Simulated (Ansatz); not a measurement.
CsCl-type TlCl was calculated with BLYP (plane waves, PAW; Ansatz, a program for electronic structure).

Numerical settings: plane-wave cutoff 520 eV, 10×10×10 k mesh, Fermi–Dirac smearing 0.01 eV, scalar-relativistic PAW data made under PBE.

Response to compression and expansion:

```
V (Å³/atom)  P (GPa)  direct gap at Γ (eV)  smallest gap on the k mesh (eV)
-----------  -------  --------------------  -------------------------------
30.491          1.30                 8.584                            2.354
31.140          0.82                 8.416                            2.390
31.789          0.38                 8.255                            2.422
32.438          0.00                 8.100                            2.452
33.086         -0.34                 7.950                            2.478
33.735         -0.64                 7.805                            2.502
34.384         -0.90                 7.665                            2.523
```

The fundamental gap (2.45 eV at the equilibrium volume, with added k points) lies elsewhere than Γ–Γ.

Note: the cell is over a tenth larger than the published one: the level's own overestimate first of all, though another phase or state, or a fault of the published cell, is possible.

Spin–orbit coupling is not included; with these elements it can move the gap by several tenths of an eV or more.
